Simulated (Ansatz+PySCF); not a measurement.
Two shapes of doublet PH₂.

Shape 1:

```xyz
3

P     0.0000    0.0000   -0.1064
H     1.0057    0.0000    0.8628
H    -1.0057    0.0000    0.8628
```

Shape 2:

```xyz
3

P     0.0000    0.0000   -0.1388
H     1.0561    0.0000    0.8790
H    -1.0561    0.0000    0.8790
```

Basis set: cc-pVTZ on H; cc-pV(T+d)Z on P (spherical functions). Correlated methods keep 5 orbitals frozen. Correlation on ROHF uses semicanonical orbitals with singles. Charge 0, multiplicity 2.

Computed with Ansatz (development build ahead of 0.2.0) and PySCF 2.14.0; each method stands on the lowest determinant of its kind that the runs found.

Q: Which shape is lower in energy, and by how much in each method?

A:

```tsv
method	E(2) − E(1) (eV)
ROHF	0.065
UHF	0.064
ROHF-MP2	0.055
UHF-MP2	0.055
ROHF-CCSD(T)	0.031
```

Shape 1 is lower.
